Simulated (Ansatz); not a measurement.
A made-up structure of AlSiH4S (charge +1), closed shell:

Al1  (-1.596, -0.007, -0.674)
S2  (1.451, 0.044, 0.682)
Si3  (-0.375, 0.721, 1.159)
H4  (-0.671, -0.774, -1.680)
H5  (-3.092, 0.410, -0.541)
H6  (2.474, 0.287, 1.545)
H7  (1.703, -0.643, -0.465)
(Å)

It is relaxed with PBE-D4/def2-SVP and then PBE0-D4/def2-TZVP (Ansatz 0.2.0). Atoms count as bonded within 1.22 times the sum of their covalent radii (H–H: 0.88 Å). The end point is not checked to be a true minimum.

Q: Does its bonding change? (A judgement: the text doesn't fix the answer.)

A: Computed: No: no bond forms or breaks.

Where it ends: The first stage lowers the energy by 0.93 eV in 8 steps. It ends as AlSiH₄S ([AlH2][Si][SH2]), total charge +1:
```
atom    x (Å)    y (Å)    z (Å)
 Al1  -1.5347   0.0080  -0.6212
  S2   1.3232   0.0759   0.6903
 Si3  -0.4248   0.9497   1.5550
  H4  -0.4861  -0.7405  -1.5461
  H5  -3.0706   0.2573  -0.8090
  H6   2.5643   0.0915   1.2253
  H7   1.5228  -0.6043  -0.4690
```

Labels in which every atom is bracketed show which atoms are joined, not bond orders.

For scale, one of the runs: PBE0-D4/def2-TZVP relaxation, 135 basis functions, launched by `ansatz run in.yaml --threads 2 --pin off --events-out ev --progress --plain --max-ram 4352MiB`. Hardware: 2 CPU threads of an Intel Xeon Platinum 8259CL, shared host. Wall time about 34 s.
